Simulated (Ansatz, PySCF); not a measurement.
Gas-phase reaction in SMILES: P (PH3) → P (PH3) as doublet, charge +1 + e-
Each molecule is optimised on its own at B3LYP-D3(BJ)/def2-TZVP (Ansatz, an electronic-structure program).

Quantity: adiabatic ionisation energy (electronic energy difference), in eV. Correlated levels leave the core frozen unless marked. Open shells are spin-unrestricted. No spin-orbit coupling. Non-relativistic. FCI takes restricted orbitals. Basis-set limits of correlation are two-point, X^-3; Hartree-Fock from the larger set.

| level | program | adiabatic ionisation energy (eV) | minus last row |
|---|---|---|---|
| HF-D4/def2-TZVPD | PySCF + dftd4 | 8.61 | -1.24 |
| TPSS-D3(BJ)/def2-TZVPD | PySCF + dftd3 | 9.72 | -0.13 |
| PBE0-D3(BJ)/def2-TZVPD | Ansatz + dftd3 | 9.72 | -0.13 |
| CAM-B3LYP-D3(BJ)/def2-TZVPD | Ansatz + dftd3 | 9.80 | -0.05 |
| RI-MP2/def2-QZVPP | Ansatz | 9.71 | -0.14 |
| SCS-MP2/aug-cc-pV(D+d)Z | Ansatz | 9.54 | -0.31 |
| CCSDT(Q)/cc-pV(D+d)Z | Ansatz | 9.52 | -0.33 |
| CCSDT/cc-pV(D+d)Z | Ansatz | 9.51 | -0.34 |
| FCI/6-31G | Ansatz | 8.92 | -0.93 |
| CCSD(T)/CBS(def2-TZVPPD,def2-QZVPPD) | Ansatz | 9.85 | 0.00 |
